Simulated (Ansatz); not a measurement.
Input file:

```yaml
crystal:
  periodic: [false, false, false]
  atoms:
    - {symbol: B, position_ang: [0.000000, -0.119248, 1.533213]}
    - {symbol: Al, position_ang: [0.000000, 0.116357, -0.530036]}
    - {symbol: H, position_ang: [0.000000, -1.835730, -2.256474]}
basis:
  gaussian: {orbitals: 6-31G}
magnetization: {spin_polarized: false, initial_magnetization: 1}
correlation: {method: fci, electrons: outside_noble_gas}
```

```sh
$ ansatz run in.yaml --threads 1 --pin off --events-out ev --progress --plain --max-ram 2393MiB
```

Output:

```
503 factors; integrals over basis functions are off by at most 1.6e-7 eV
mean field evaluation 1: about -7259.5717 eV, gradient 1.3e1 eV
mean field evaluation 2: about -7259.5729 eV, gradient 1.3e1 eV
mean field evaluation 4: about -7261.6203 eV, gradient 1.8e0 eV
mean field evaluation 8: about -7261.7034 eV, gradient 2.3e-1 eV
mean field evaluation 16: about -7261.7256 eV, gradient 2.4e-1 eV
mean field evaluation 32: about -7257.1688 eV, gradient 4.3e0 eV
mean field evaluation 64: about -7261.2640 eV, gradient 3.3e-2 eV
mean field evaluation 96: about -7260.1336 eV, gradient 6.0e0 eV
mean field evaluation 128: about -7261.0370 eV, gradient 2.6e-1 eV
mean field evaluation 160: about -7260.9565 eV, gradient 1.1e1 eV
mean field -7261.88874014 eV, -266.8694889152 hartree, gradient 1.8e-6 eV, S^2 0.750000; 15 other end points of the search recorded, 0 dependent functions left out
mean field evaluation 192: about -7262.4326 eV, gradient 2.3e0 eV
determinant -7261.88874014 eV, -266.8694889152 hartree, with singles and doubles -7265.43089039 eV, -266.9996605361 hartree
determinant -7261.70710742 eV, -266.8628140359 hartree, with singles and doubles -7265.53576527 eV, -267.0035146168 hartree
determinant -7261.26413633 eV, -266.8465351484 hartree, with singles and doubles -7264.00301561 eV, -266.9471871054 hartree
determinant -7261.88874014 eV, -266.8694889152 hartree, with singles and doubles -7265.43611247 eV, -266.9998524438 hartree
determinant -7261.70710742 eV, -266.8628140359 hartree, with singles and doubles -7265.54578105 eV, -267.0038826896 hartree
unrestricted determinant -7263.31024410 eV, -266.9217282222 hartree, S^2 2.0260
6 core orbitals not correlated: weight in the atoms' cores, before any rotation towards them, 1.000 or more for the frozen orbitals, at most 0.000 for the correlated occupied ones
reference -7261.88874014 eV, -266.8694889152 hartree; 4, 3 occupied and 14, 15 virtual orbitals, 503 factors
state -7265.87415351 eV, -267.0159501553 hartree
6 core orbitals not correlated: weight in the atoms' cores, before any rotation towards them, 1.000 or more for the frozen orbitals, at most 0.000 for the correlated occupied ones
state -7265.87434361 eV, -267.0159571412 hartree
Total energy: -7265.87434361 eV, -267.0159571412 hartree
```

Natural occupations: 1.9423 1.8082 1.6331 0.9620 0.3241 0.1656 0.0644 0.0513 0.0232 0.0060 0.0048 0.0043 0.0038 0.0020 0.0018 0.0015 0.0011 0.0004.

Ran on 1 thread of Arm Neoverse V2, shared host: 49 s wall, 0.29 GiB peak host memory.
